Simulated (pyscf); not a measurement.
[H₃C–Zn]• (SMILES [CH3][Zn]) + NH₃ (SMILES N) → CH₄ (SMILES C) + [H₂N–Zn]• (SMILES [NH2][Zn]) (four-centre exchange; doublet surface; C–Zn, H–N broken, C–H, N–Zn formed). Single points on ωB97X-D3(BJ)/def2-SVP structures (PySCF, gas phase). Energies in kcal/mol from the separated reactants.

```tsv
level	barrier	reaction energy
ωB97X-D3(BJ)/def2-TZVP	?	-7.5
PBE/def2-TZVP	21.8	-7.4
PBE0-D3(BJ)/def2-TZVP	22.7	-7.0
M06-2X/def2-TZVP	22.0	-8.1
ωB97M-D3(BJ)/def2-TZVP	?	?
HF/def2-TZVP	38.1	-9.1
```

Task: Some entries are withheld; supply them.

Result: 
- ωB97X-D3(BJ)/def2-TZVP, barrier: 25.5
- ωB97M-D3(BJ)/def2-TZVP, barrier: 26.2
- ωB97M-D3(BJ)/def2-TZVP, reaction energy: -7.1

The functionals in the table span 4.4 kcal/mol in this barrier, from PBE to ωB97M-D3(BJ)/def2-TZVP. On the reactant side the descent ends in an adduct with a N–Zn contact, 8.6 kcal/mol under the separated species and 34.1 kcal/mol under the saddle at ωB97X-D3(BJ)/def2-TZVP. What is counted as formed (N–Zn) is already present as a longer contact in the reactant adduct; forming that adduct is a step of its own. One saddle was located; it need not be the lowest between these sides. Elements up to Kr have no core potential and no relativistic terms here.
